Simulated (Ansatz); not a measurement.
# Worked example: correlation energy of BSiNH⁺, triplet

Geometry: that of the BSiNH, quartet, kept fixed.

```yaml
atoms:
  - { symbol: N, position_ang: [0.0000, -0.7598, 0.6654] }
  - { symbol: B, position_ang: [0.0000, 0.4740, 1.1778] }
  - { symbol: Si, position_ang: [0.0000, 0.1517, -0.8595] }
  - { symbol: H, position_ang: [0.0000, 1.2476, 2.0700] }
```

Basis cc-pVDZ; Ansatz 0.2.0. Correlated methods freeze the noble-gas cores, which leaves 12 electrons in 44 orbitals. Prefix R: restricted or restricted open-shell reference; prefix U: unrestricted.

Full CI isn't at hand for all of this; UCCSDT(Q) serves as the reference, and is uncertain by about the last step of the cluster series.

Runs differ by some tens of microhartree through their thresholds and, for an open shell, their frozen cores, so steps under 0.03 kcal/mol mean nothing.

```csv
level,total energy (hartree)
UHF,-368.266634
UMP2,-368.543481
UCCSD,-368.569082
UCCSD(T),-368.584359
UCCSDT,-368.585650
UCCSDT(Q),-368.587367
```

Task: What is the correlation energy at UCCSDT(Q), and what share of it do UMP2 and UCCSD recover?

Result: E(corr) = -368.587367 − (-368.266634) = -0.320733 hartree = -8.728 eV. UMP2: -0.276847 / -0.320733 = 86.32 %. UCCSD: -0.302448 / -0.320733 = 94.30 %.

Task: By how many kcal/mol does UCCSD(T) miss UCCSDT(Q) (1 hartree = 627.509 kcal/mol), and which steps make up the rest?

Result: -368.584359 − (-368.587367) = 0.003008 hartree = 1.89 kcal/mol. Steps: UCCSDT − UCCSD(T) = -0.81, UCCSDT(Q) − UCCSDT = -1.08 kcal/mol. Differences between like states or geometries often cancel part of this.
